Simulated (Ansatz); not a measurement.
1T (CdI2-type) PtSe2, treated with PBE-D3(BJ) (Ansatz, a program for electronic structure, plane waves, PAW).

Settings: plane-wave cutoff 500 eV, 12×12×8 k mesh (along the axes of the cell as run), Fermi–Dirac smearing 0.05 eV, scalar-relativistic PAW data made under PBE.

Computed at the level's own relaxed cell.

**Question.** Predict the volume per atom, lattice parameter a and lattice parameter c.

**Answer.** 
volume per atom: 19.81 Å³/atom
lattice parameter a: 3.771 Å
lattice parameter c: 4.824 Å

The run finds no gap.

Measured, for comparison: lattice constant a 3.727 Å (temperature not stated, not corrected to a static lattice; as tabulated in Björkman (2014), arXiv:1406.2436); lattice parameter c 5.074 Å (temperature not stated, zero-point anharmonic expansion removed (computed with revB86b-DF2); no thermal correction; as tabulated in Björkman (2014), arXiv:1406.2436). Computed (rounded) less measured: lattice constant a +1.2 %, lattice parameter c -4.9 %.

Spin–orbit coupling is not included.

Computed values are for the static lattice.
